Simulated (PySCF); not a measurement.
Fill in the blanks.

Species: cyclopentadienone, C5H4O.
SMILES: `C1C=CC(=O)C=1`

```json
{"property": "point group", "level": "PBE0-D3(BJ)/def2-TZVP", "value": "?"}
{"property": "rotational constants A, B, C", "level": "PBE0-D3(BJ)/def2-TZVP", "value": "?"}
{"property": "dipole moment", "level": "CAM-B3LYP/aug-cc-pVTZ", "value": "?"}
{"property": "HOMO energy", "level": "CAM-B3LYP/aug-cc-pVTZ", "value": "-8.54 eV"}
{"property": "LUMO energy", "level": "CAM-B3LYP/aug-cc-pVTZ", "value": "-1.76 eV"}
{"property": "lowest singlet excitation", "level": "TDDFT CAM-B3LYP/aug-cc-pVTZ", "value": "?"}
{"property": "strongest line among the 10 lowest singlet transitions", "level": "TDDFT CAM-B3LYP/aug-cc-pVTZ", "value": "S4 at 6.34 eV (195 nm, f = 0.180)"}
{"property": "lowest triplet excitation (Tamm–Dancoff)", "level": "TDA CAM-B3LYP/aug-cc-pVTZ", "value": "?"}
{"property": "static isotropic polarisability", "level": "CAM-B3LYP/aug-cc-pVTZ", "value": "58.1 au"}
{"property": "electronic spatial extent ⟨r²⟩ about the centre of nuclear charge", "level": "CAM-B3LYP/aug-cc-pVTZ", "value": "?"}
{"property": "13C chemical shifts (computed TMS as zero) by class", "level": "GIAO PBE0/pcSseg-2", "value": "217.4 (1 C), 160.3 (2 C), 129.2 (2 C) ppm"}
{"property": "1H chemical shifts (computed TMS as zero) by class", "level": "GIAO PBE0/pcSseg-2", "value": "7.42 (2 H), 5.57 (2 H) ppm"}
{"property": "isotropic shieldings of nuclei other than C and H, by class", "level": "GIAO PBE0/pcSseg-2", "value": "-424 (1 O) ppm"}
```

The electronic properties come from PySCF, for the isolated species, density fitting. Isolated species at its PBE0-D3(BJ)/def2-TZVP geometry, gas phase.

**Question.** Give the point group.

**Answer.** C2v.

**Question.** What is the lowest triplet excitation (Tamm–Dancoff)?

**Answer.** 2.03 eV.

**Question.** What is the dipole moment?

**Answer.** 3.41 D.

**Question.** The lowest singlet excitation?

**Answer.** 2.99 eV (415 nm, f = 0.000).

**Question.** What is the electronic spatial extent ⟨r²⟩ about the centre of nuclear charge?

**Answer.** 456 bohr².

**Question.** The rotational constants A, B, C?

**Answer.** 8.227, 3.988, 2.686 GHz.

With B = h/(8π²I), that is 505.379 GHz u Å² over I, the principal moments of inertia are 61.4, 126.7 and 188.2 u Å² (most abundant isotopes). In atomic units the dipole is 1.34 e·bohr (1 au = 2.5417 D). Point group C2v permits a dipole; with 3.41 D the species has a pure rotational spectrum. The rotational constants make it an asymmetric top with κ = (2B − A − C)/(A − C) = -0.53, nearer the prolate limit (−1). In wavenumbers S1 is 24100 cm⁻¹ (1 eV = 8065.54 cm⁻¹).

For the geometry optimisation (PBE0-D3(BJ)/def2-TZVP), on an Intel Xeon 6975P-C with one thread, shared host, this took 84 s and 1.1 GiB of memory at its peak.
